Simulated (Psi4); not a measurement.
# SiH3Cl (chlorosilane): MP2/aug-cc-pVDZ

Aim: the vertical singlet–triplet gap of SiH3Cl (chlorosilane) at MP2/aug-cc-pVDZ, from 2 runs. The job is set up through a Python script.

Program for the calculation: Psi4 1.11.

9 further runs of the same task are left out: 7 that didn't finish, 2 set aside as unsound or not needed.

## Step 1: The molecule

SiH3Cl: 5 atoms, total charge 0, spin state singlet. SMILES: `[SiH3]Cl`. The coordinates come from a PBE0-D4/def2-TZVP relaxation.

Bond lengths: Si1–Cl2 2.054 Å, Si1–H3 1.481 Å, Si1–H4 1.481 Å, Si1–H5 1.481 Å. Angles: Cl2–Si1–H3 108.5°, Cl2–Si1–H4 108.5°, Cl2–Si1–H5 108.5°, H3–Si1–H4 110.4°, H3–Si1–H5 110.4°, H4–Si1–H5 110.4°.

## Step 2: A single-point energy at MP2/aug-cc-pVDZ

Contents of clh3si.xyz:

```xyz
5
ClH3Si
Si    -0.112000     0.018600    -0.030900
Cl     1.838300    -0.513500     0.329900
H     -0.950900    -0.488300     1.079100
H     -0.534700    -0.585700    -1.314900
H     -0.190800     1.495400    -0.104700
```

Contents of job.py:

```python
import psi4

psi4.set_memory('1600 MB')
psi4.set_num_threads(1)
psi4.core.set_output_file('clh3si.out', False)

with open('clh3si.xyz') as f:
    atoms = ''.join(f.readlines()[2:])
mol = psi4.geometry('0 1\n' + atoms + 'symmetry c1\nno_reorient\nno_com')

psi4.set_options({
    'puream': True,
    'e_convergence': 1e-09,
    'd_convergence': 1e-08,
    'scf_type': 'pk',
    'num_frozen_docc': 10,
    'mp2_type': 'conv',
})

energy_value, wavefunction = psi4.energy('mp2/aug-cc-pVDZ', return_wfn=True)
print(f'total energy {energy_value:.8f} hartree = {energy_value * 27.211386:.5f} eV')
```

Started as:

```
$ python job.py
```

clh3si.out:

```text
[...]
  Running in c1 symmetry.
[...]
  Nuclear repulsion =   86.337218216617615
[...]
  Multiplicity = 1
[...]
  Nalpha       = 17
  Nbeta        = 17
[...]
    Number of basis functions: 81
[...]
   @RHF iter   1:  -750.20261462605208   -3.77230e-01   1.72363e-03 DIIS/ADIIS
[...]
   @RHF iter  10:  -750.22554075706194   -2.61480e-12   1.43834e-09 DIIS
[...]
    Orbital Energies [Eh]
    ---------------------
    Doubly Occupied:
       1A   -104.828706     2A    -68.836850     3A    -10.557329
       4A     -8.024599     5A     -8.021953     6A     -8.021953
       7A     -6.180548     8A     -4.287705     9A     -4.286098
      10A     -4.286098    11A     -1.101954    12A     -0.734930
      13A     -0.530749    14A     -0.530744    15A     -0.530732
      16A     -0.451425    17A     -0.451418
[...]
  @RHF Final Energy:  -750.22554075706194
   => Energetics <=
    Nuclear Repulsion Energy =             86.3372182166176145
    One-Electron Energy =               -1209.7979366342749472
    Two-Electron Energy =                 373.2351776605954115
    Total Energy =                       -750.2255407570619354
[...]
 Multipole Moments:
 ------------------------------------------------------------------------------------
     Multipole            Electronic (a.u.)      Nuclear  (a.u.)        Total (a.u.)
 ------------------------------------------------------------------------------------
 L = 1.  Multiply by 2.5417464519 to convert [e a0] to [Debye]
 Dipole X            :        -53.5034376           52.9249927           -0.5784449
 Dipole Y            :         15.3658111          -15.2079489            0.1578621
 Dipole Z            :         -9.2442950            9.1372038           -0.1070912
 Magnitude           :                                                    0.6090874
[...]
	SCS-MP2 Total Energy (a.u.)        :  -750.48566461685391
	SOS-MP2 Total Energy (a.u.)        :  -750.46732890435442
	SCSN-MP2 Total Energy (a.u.)       :  -750.32235331905963
[...]
	SOS-PI-MP2 Total Energy (a.u.)     :  -750.50762692890316
[...]
	MP2 Total Energy (a.u.)            :  -750.48203801730438
[...]
```

The script printed:

```text
total energy -750.48203802 hartree = -20421.65642 eV
```

It took 17 s on 1 thread of Intel Xeon Platinum 8259CL at 2.50GHz (Skylake/Cascade Lake), shared host; peak memory 0.43 GiB.

## Step 3: The triplet at the same level

Contents of calc.py:

```python
import psi4

psi4.set_memory('1600 MB')
psi4.set_num_threads(1)
psi4.core.set_output_file('psi4.out', False)

molecule = psi4.geometry("""
0 3
Si    -0.112000     0.018600    -0.030900
Cl     1.838300    -0.513500     0.329900
H     -0.950900    -0.488300     1.079100
H     -0.534700    -0.585700    -1.314900
H     -0.190800     1.495400    -0.104700
symmetry c1
no_reorient
no_com
""")

psi4.set_options({
    'reference': 'uhf',
    'puream': True,
    'e_convergence': 1e-09,
    'd_convergence': 1e-08,
    'scf_type': 'pk',
    'num_frozen_docc': 10,
    'mp2_type': 'conv',
    'maxiter': 100,
})

e = psi4.energy('mp2/aug-cc-pVDZ')
print(f'total energy {e:.8f} hartree = {e * 27.211386:.5f} eV')
for k, v in sorted(psi4.core.scalar_variables().items()):
    print(f'{k:45s} {v:18.10f}')
```

Started as:

```
$ python calc.py
```

psi4.out:

```text
[...]
  Running in c1 symmetry.
[...]
  Nuclear repulsion =   86.337218216617615
[...]
  Multiplicity = 3
[...]
  Nalpha       = 18
  Nbeta        = 16
[...]
    Number of basis functions: 81
[...]
   @UHF iter   1:  -749.90271392998682   -7.73296e-02   1.75560e-03 ADIIS/DIIS
[...]
   @UHF iter  23:  -749.94999358713483   -1.09139e-11   7.14590e-09 DIIS
[...]
   @S^2 Observed:                2.012529110E+00
[...]
    Orbital Energies [Eh]
    ---------------------
    Alpha Occupied:
       1A   -104.990077     2A    -68.810486     3A    -10.719236
       4A     -8.201540     5A     -8.180079     6A     -8.176353
       7A     -6.162172     8A     -4.272751     9A     -4.265437
      10A     -4.265221    11A     -1.278575    12A     -0.781470
      13A     -0.689431    14A     -0.624295    15A     -0.621171
      16A     -0.502520    17A     -0.485949    18A     -0.138141
    Alpha Virtual:
      19A      0.034547    20A      0.051777    21A      0.054275
      22A      0.074664    23A      0.087689    24A      0.089392
      25A      0.097380    26A      0.121245    27A      0.128883
[...]
  @UHF Final Energy:  -749.94999358713483
   => Energetics <=
    Nuclear Repulsion Energy =             86.3372182166176145
    One-Electron Energy =               -1207.4409006787900580
    Two-Electron Energy =                 371.1536888750375169
    Total Energy =                       -749.9499935871349408
  UHF NO Occupations:
  HONO-2 :   16  A 1.9963866
  HONO-1 :   17  A 1.0000000
[...]
 Multipole Moments:
 ------------------------------------------------------------------------------------
     Multipole            Electronic (a.u.)      Nuclear  (a.u.)        Total (a.u.)
 ------------------------------------------------------------------------------------
 L = 1.  Multiply by 2.5417464519 to convert [e a0] to [Debye]
 Dipole X            :        -52.0528787           52.9249927            0.8721140
 Dipole Y            :         14.9488312          -15.2079489           -0.2591177
 Dipole Z            :         -8.9376400            9.1372038            0.1995638
 Magnitude           :                                                    0.9314239
[...]
	SCS-MP2 Total Energy (a.u.)        :  -750.19966812936286
	SOS-MP2 Total Energy (a.u.)        :  -750.18076611160723
	SCSN-MP2 Total Energy (a.u.)       :  -750.04979624088469
[...]
	SOS-PI-MP2 Total Energy (a.u.)     :  -750.21922819901931
[...]
	MP2 Total Energy (a.u.)            :  -750.19901007746205
[...]
```

On the terminal:

```text
total energy -750.19901008 hartree = -20413.95484 eV
CURRENT CORRELATION ENERGY                         -0.2490164903
CURRENT ENERGY                                   -750.1990100775
CURRENT REFERENCE ENERGY                         -749.9499935871
DD SOLVATION ENERGY                                 0.0000000000
HF KINETIC ENERGY                                 750.4071260783
HF POTENTIAL ENERGY                             -1500.3571196655
HF TOTAL ENERGY                                  -749.9499935871
HF VIRIAL RATIO                                     1.9993908207
MP2 CORRELATION ENERGY                             -0.2490164903
MP2 DOUBLES ENERGY                                 -0.2490164903
MP2 OPPOSITE-SPIN CORRELATION ENERGY               -0.1923104371
MP2 SAME-SPIN CORRELATION ENERGY                   -0.0567060533
MP2 SINGLES ENERGY                                  0.0000000000
MP2 TOTAL ENERGY                                 -750.1990100775
NUCLEAR REPULSION ENERGY                           86.3372182166
ONE-ELECTRON ENERGY                             -1207.4409006788
PCM POLARIZATION ENERGY                             0.0000000000
PE ENERGY                                           0.0000000000
SCF ITERATION ENERGY                             -749.9499935871
SCF ITERATIONS                                     23.0000000000
SCF TOTAL ENERGY                                 -749.9499935871
SCS(N)-MP2 CORRELATION ENERGY                      -0.0998026537
SCS(N)-MP2 TOTAL ENERGY                          -750.0497962409
SCS-MP2 CORRELATION ENERGY                         -0.2496745422
SCS-MP2 TOTAL ENERGY                             -750.1996681294
SCS-MP2-VDW CORRELATION ENERGY                     -0.2745103861
SCS-MP2-VDW TOTAL ENERGY                         -750.2245039732
SOS-MP2 CORRELATION ENERGY                         -0.2307725245
SOS-MP2 TOTAL ENERGY                             -750.1807661116
SOS-PI-MP2 CORRELATION ENERGY                      -0.2692346119
SOS-PI-MP2 TOTAL ENERGY                          -750.2192281990
TWO-ELECTRON ENERGY                               371.1536888750
```

Wall time 26 s (1 thread of Intel Xeon Platinum 8259CL at 2.50GHz (Skylake/Cascade Lake), shared host); peak memory 0.43 GiB.

## Step 4: Results

Level: MP2/aug-cc-pVDZ, 10 core orbitals frozen.

| quantity | value |
| --- | --- |
| singlet: total energy | -750.48204 Eh |
| singlet: HOMO energy (Hartree–Fock orbitals) | -12.28 eV |
| singlet: LUMO energy (Hartree–Fock orbitals) | 1.04 eV |
| singlet: HOMO–LUMO gap (Hartree–Fock orbitals) | 13.33 eV |
| singlet: correlation energy (10 core orbitals frozen) | -256.5 mEh |
| triplet: total energy | -750.19901 Eh |
| triplet: HOMO energy (Hartree–Fock orbitals) (highest over α and β) | -3.76 eV |
| triplet: correlation energy (10 core orbitals frozen) | -249.0 mEh |
| triplet: ⟨S²⟩ of the reference determinant | 2.013 |
| vertical energy of the triplet above the singlet | 7.702 eV |

**Reading.** At this shape the triplet lies 7.70 eV (178 kcal/mol) above the singlet.
